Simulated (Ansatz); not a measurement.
Basis-set extrapolation for methyl acrylate, C4H6O2 (PBE0-D4/def2-TZVP geometry, frozen core, Ansatz). Multiplicity 1, RHF reference.

|  | def2-TZVPP | def2-QZVPP |
| --- | --- | --- |
| HF | -304.804551 | -304.818310 |
| MP2 correlation | -1.106793 | -1.185772 |
| CCSD(T) correlation | -1.187215 | not run |

Energies in hartree. Use E(X) = E(∞) + A·exp(−7.88·√X) for Hartree–Fock and E(X) = E(∞) + B·X^(−2.97) for correlation, with X = 3 and 4, and add CCSD(T) minus MP2 of the smaller set to the MP2 limit.

Task: What is the CCSD(T) energy at the basis-set limit?

Result: HF limit: -304.818310 + (-0.013759) × 0.13774 = -304.82021. MP2 limit: -1.185772 + (-0.078979) × 0.74074 = -1.24427. Higher-order term: -1.187215 − (-1.106793) = -0.08042. Total: -306.14490 hartree, 4.17 eV below CCSD(T)/def2-TZVPP.
